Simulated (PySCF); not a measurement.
**Vibration and rotation of MgC**

PBE0 constants of MgC, ³Π (triplet), unpaired electrons σ ↑, π ↑, a second solution, started from another occupation (Mg aug-cc-pVDZ, C aug-cc-pVDZ; no relativity (PySCF 2.14); masses 23.9850 and 12.0000 u):

```
ωe   : 352.0 cm⁻¹
ωexe : 7.21 cm⁻¹
Be   : 0.38663 cm⁻¹
αe   : 0.00774 cm⁻¹
```

(1) What force constant and bond length do these constants imply?

(2) Estimate the centrifugal constant D from the Kratzer relation and find the Dunham coefficient a1.

Results:

(1) Reduced mass μred = 7.9983 u; k = 5.8918×10⁻⁷·μred·ωe² (u, cm⁻¹, mdyn/Å) = 0.584 mdyn/Å; Re = √(16.8576/(μred·Be)) (u, cm⁻¹, Å) = 2.335 Å.

(2) D = 4Be³/ωe² = 1.87e-06 cm⁻¹; a1 = −1 − αeωe/(6Be²) = -4.04.
